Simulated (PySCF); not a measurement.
Spectra and structures to be paired. Method: TDDFT PBE0/def2-SVPD, vertical, gas phase, core orbitals frozen in the response (PySCF). Geometries: GFN2-xTB; one conformer of each isolated species. Triplets are in the Tamm–Dancoff approximation.

A. `C(/C=N\[H])C=C`
B. `CC(C)C#N`
C. `Cc1pc(sc1)C`
D. `C1=CCNC1`
E. `O=P1(CC1)C(F)(F)F`

Lowest singlet levels (six at most, fewer where fewer were computed) with oscillator strengths:

1. 7.87 eV (f 0.001); 8.19 eV (f 0.003); 8.22 eV (f 0.015); 8.71 eV (f 0.036); 8.80 eV (f 0.026); 9.10 eV (f 0.007); T1 6.48 eV
2. 5.04 eV (f 0.011); 6.61 eV (f 0.005); 6.67 eV (f 0.185); 7.14 eV (f 0.027); 7.48 eV (f 0.059); 7.54 eV (f 0.097); T1 4.15 eV
3. 5.64 eV (f 0.012); 6.00 eV (f 0.006); 6.77 eV (f 0.003); 7.02 eV (f 0.009); 7.15 eV (f 0.199); 7.23 eV (f 0.018); T1 4.32 eV
4. 6.31 eV (f 0.007); 7.07 eV (f 0.006); 7.20 eV (f 0.005); 7.43 eV (f 0.125); 7.48 eV (f 0.005); 7.67 eV (f 0.002); T1 5.81 eV
5. 4.82 eV (f 0.053); 4.88 eV (f 0.100); 5.19 eV (f 0.005); 5.38 eV (f 0.000); 5.69 eV (f 0.000); 6.01 eV (f 0.148); T1 2.99 eV

**Question.** Match each spectrum to its molecule.

**Answer.** 1 = B, 2 = A, 3 = D, 4 = E, 5 = C.
- A: S1 at 5.04 eV, HOMO→LUMO (82%), HOMO→LUMO+1 (11%); Löwdin shares by element: HOMO nitrogen 47%, carbon 32% or more (atoms not listed hold the other 21%); LUMO carbon 55% or more, nitrogen 21% (atoms not listed hold the other 24%); HOMO -7.27 and LUMO -0.57 eV.
- B: S1 at 7.87 eV, HOMO-1→LUMO (38%), HOMO-1→LUMO+2 (29%), HOMO→LUMO+1 (20%); Löwdin shares by element: HOMO (one of a set within 0.03 eV) nitrogen 42%, carbon 41% or more, hydrogen 6% or more; LUMO carbon 53% (atoms not listed hold the other 47%); HOMO -9.32 and LUMO 0.30 eV; point group Cs.
- C: S1 at 4.82 eV, HOMO→LUMO (50%), HOMO-1→LUMO (44%); Löwdin shares by element: HOMO carbon 54% or more, phosphorus 28% (atoms not listed hold the other 18%); LUMO carbon 35% or more, phosphorus 27%, sulfur 21% (atoms not listed hold the other 17%); HOMO -6.63 and LUMO -1.22 eV.
- D: S1 at 5.64 eV, HOMO→LUMO (95%); Löwdin shares by element: HOMO nitrogen 52%, carbon 24% or more (atoms not listed hold the other 24%); LUMO carbon 68% or more, hydrogen 12% or more (atoms not listed hold the other 20%); HOMO -6.51 and LUMO 0.46 eV; point group Cs.
- E: S1 at 6.31 eV, HOMO→LUMO (94%); Löwdin shares by element: HOMO oxygen 40%, carbon 32% or more, phosphorus 19%; LUMO carbon 28% or more, phosphorus 26%, oxygen 16% (atoms not listed hold the other 30%); HOMO -8.01 and LUMO -0.01 eV; point group Cs.
